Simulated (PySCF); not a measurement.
Method: PBE-D3(BJ)/def2-TZVP (PySCF 2.14.0). Gas-phase values, no solvent. 

Reference species (SMILES): `F[Si](F)(F)F` (neutral, multiplicity 1).

```json
{
 "S1 oscillator strength": "0.000",
 "HOMO–LUMO gap": "9.80 eV"
}
```

Changed species: `F[Si](F)(F)Br` (1 of 4 F replaced by Br; the reference has 0 of 4 F replaced by Br).

Task: Give the shifts of the S1 oscillator strength and HOMO–LUMO gap.

Result: the S1 oscillator strength increases by 0.015, to 0.015; the HOMO–LUMO gap falls by 2.90 eV, to 6.90 eV.
